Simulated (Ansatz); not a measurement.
System: Pb3O4 (P4₂/mbc, No. 135). Method: LDA (PAW; Ansatz, a program for electronic structure).

Run with plane-wave cutoff 520 eV, 4×4×6 k mesh (along the axes of the cell as run), Fermi–Dirac smearing 0.01 eV, scalar-relativistic PAW data made under PBE.

Computed at the level's own relaxed cell.

Q: What does this level give for the band gap, equilibrium lattice constant a and c axis length?

A: 
band gap: 1.19 eV (on the SCF k mesh)
equilibrium lattice constant a: 8.698 Å
c axis length: 6.602 Å

Note: the relaxation could not lower the start's symmetry, so the cell can be a saddle point above a distorted one.

Spin–orbit coupling is not included; with these elements it can move the gap by several tenths of an eV or more.

Static lattice: no zero-point or thermal effects.
